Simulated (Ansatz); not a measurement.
Cost and result for the atomization energy of C7H8 (`C=C1C=CC=CC1`) (15 atoms, 15 bonds).

Z-matrix (Å, degrees):
```
C
C 1 1.494
C 1 1.515 2 115.4
H 1 1.097 2 108.8 3 -123.5
H 1 1.097 2 108.6 3 123.2
C 2 1.333 1 122.5 3 -1.0
H 2 1.085 1 117.1 3 179.2
C 3 1.451 1 117.7 2 1.3
C 3 1.338 1 121.6 2 -178.7
C 6 1.452 2 120.8 1 0.2
H 6 1.084 2 120.4 1 -179.8
H 8 1.085 3 117.3 1 179.3
H 9 1.084 3 121.9 1 0.2
H 9 1.084 3 120.9 1 -179.7
H 10 1.084 6 118.7 2 -179.8
```

The species carries charge 0 and has multiplicity 1. Geometry: relaxed with PBE0-D4/def2-TZVP. Program: Ansatz. All runs use 2 threads of an AMD EPYC 7R13 on a shared host and a share of an NVIDIA H100 80 GB. Times are those of one run each, without the atoms' runs, and a repeat can differ threefold. Electronic energies, without spin–orbit coupling; frozen cores. CCSD(T)/CBS adds CCSD(T) − MP2 in def2-TZVPP to the MP2 limit, and its time is that of the two runs behind it. T1 = 0.012; the RHF reference is unstable towards UHF. HSE06 is the plane-wave form, built on full-range PBE exchange.

CCSD(T)/CBS is a level of theory with its own doubt, some kJ/mol a heavy atom from the limit and from the frozen cores, so smaller differences don't rank the functionals.

```csv
level,functions,wall time,atomization (kcal/mol),difference from CCSD(T)/CBS,per bond
HSE06-D4/def2-TZVPP,329,4 s,1658.0,30.3,2.0
PBE0-D4/def2-TZVPP,329,4.2 s,1656.7,29.0,1.9
ωB97X-V/def2-TZVPP,329,5.5 s,1630.1,2.4,0.2
r2SCAN-D4/def2-TZVPP (with forces),329,6.5 s,1641.6,13.9,0.9
r2SCANh-D4/def2-TZVPP,329,6.5 s,1632.4,4.7,0.3
BHLYP-D4/def2-TZVPP,329,7 s,1587.6,-40.1,-2.7
B97M-V/def2-TZVPP,329,8 s,1637.9,10.2,0.7
CCSD(T)/def2-SVP,138,9.5 s,1573.7,-54.0,-3.6
PBE-D4/def2-TZVPP (with forces),329,10 s,1686.3,58.6,3.9
revPBE-D4/def2-TZVPP,329,11 s,1646.8,19.1,1.3
MP2/def2-QZVPP,639,12 s,1646.8,19.1,1.3
CCSD(T)/def2-TZVPP,329,27 s,1591.3,-36.4,-2.4
CCSD(T)/CBS(def2),–,39 s,1627.7,0.0,0.0
```

In def2-TZVPP, CCSD(T) changes the Hartree–Fock value by +375.6 kcal/mol (the triples alone add +27.8 kcal/mol) and MP2 by +409.8 kcal/mol; breaking electron pairs costs correlation energy, which Hartree–Fock lacks. At CCSD(T), def2-SVP lies −54.0 kcal/mol from the extrapolated value and def2-TZVPP −36.4 kcal/mol: correlation converges slowly with the basis, and small sets miss more of it in the bonded molecule than in its fragments. Leaving LDA and LC-ωPBE aside and taking each functional with its dispersion term where it has one, the values spread over 98.7 kcal/mol, from BHLYP-D4 to PBE-D4. LDA lies +199.4 kcal/mol from PBE without D4, its usual overbinding.
